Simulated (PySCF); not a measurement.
SMILES C(C=O)=O (C2H2O2) (B3LYP/def2-SVP optimised geometry):

```
6

O      1.398    -1.022     0.000
C      0.763     0.000     0.000
C     -0.763     0.000     0.000
O     -1.398     1.022     0.000
H      1.221     1.022     0.000
H     -1.222    -1.022     0.000
```

Method: B3LYP/def2-TZVP run with PySCF.

Q: What are the frontier orbital energies and the dipole moment?

A: HOMO-2 -11.21 eV, HOMO-1 -9.35 eV, HOMO -7.67 eV, LUMO -3.45 eV, LUMO+1 -0.01 eV; dipole moment 0.00 D.

Meta-Löwdin charges at B3LYP/def2-TZVP: O1 -0.34, C2 0.25, C3 0.25, O4 -0.34, H5 0.09, H6 0.09.
